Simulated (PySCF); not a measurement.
Parent: `[CH3:1][PH:2][C:3]([CH3:4])=[O:5]` with C1–P2–C3–C4 48°, C3H7OP.

The calculation used PBE0-D3(BJ)/def2-SVP geometry optimisation, gas phase in PySCF 2.14.0. One conformer each, not checked by frequencies here.

| coordinate of the parent | value |
| --- | --- |
| C1–P2 | 1.856 Å |
| P2–C3 | 1.879 Å |
| C3–C4 | 1.508 Å |
| C3=O5 | 1.205 Å |
| C1–P2–C3 | 102.0° |
| P2–C3–C4 | 116.7° |
| P2–C3–O5 | 120.4° |
| C4–C3–O5 | 122.7° |

**Question.** How does the shared frame change in `[CH3:1][PH:2][CH3:3]`, C2H7P? Atoms pair as C1 = C1, P2 = P2, C3 = C3 (parent first).

**Answer.** 
```
  parent  relative  value in the relative  change
   C1–P2     C1–P2                1.854 Å  -0.002
   P2–C3     P2–C3                1.855 Å  -0.024
C1–P2–C3  C1–P2–C3                  99.9°    -2.1
```

Of the parent's bonds, P2–C3 changes most (-0.024 Å). Point group C1 → Cs.
